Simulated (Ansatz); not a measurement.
System: antiferromagnetic (type II) rock-salt NiO. Method: r²SCAN in Ansatz (PAW).

Total energies, extrapolated to zero smearing (they compare only within this program, potentials and cutoff; free atoms with spin allowed, lowest state found):

```csv
system,energy (eV/atom)
"antiferromagnetic (type II) rock-salt NiO, relaxed",-3206.8062
free Ni atom,-5840.6395
free O atom,-563.1440
```

Q: Work out the cohesive energy per atom.

A: E_coh = [1 × (-5840.6395) + 1 × (-563.1440)]/2 − (-3206.8062) = 4.91 eV/atom. The reference value is 4.75 eV/atom (measured, temperature not stated, not stated; as tabulated in Wagner (2007), arXiv:0706.3380), a difference of +0.16 eV/atom.

The PAW data were made under PBE.

The crystal was run with opposed moments.

Ansatz is an electronic-structure program.
